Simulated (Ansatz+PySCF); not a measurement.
**doublet CO2(+): levels of theory in one basis**

```xyz
3

C     0.0000    0.0000    0.0000
O     0.0000    0.0000    1.1712
O     0.0000    0.0000   -1.1712
```

Basis set: cc-pVTZ (spherical functions). Correlated methods keep 3 orbitals frozen. Correlation on ROHF uses semicanonical orbitals with singles. Charge 1, multiplicity 2.

Computed with Ansatz (development build ahead of 0.2.0) and PySCF 2.14.0; each method stands on the lowest determinant of its kind that the runs found.

```csv
method,E − E(ROHF) (eV),<S²> of the determinant
ROHF,0.00,0.75
UHF,-0.92,0.97
ROHF-MP2,-15.43,–
UHF-MP2,-15.06,0.97
UHF-CCSD,-15.83,0.97
```

What does UHF-CCSD(T) give on the same scale?

-16.53 eV.

Caution for ROHF, ROHF-MP2: an unrestricted determinant lies well below; the determinant breaks the point group. Caution for UHF, UHF-MP2, UHF-CCSD, UHF-CCSD(T): the unrestricted determinant is spin contaminated. Caution for ROHF-MP2, UHF-MP2: forces differ strongly between restricted and unrestricted references; MP2 on this radical cation hangs on the determinant chosen. Caution for ROHF-MP2: another reference gives a lower total.
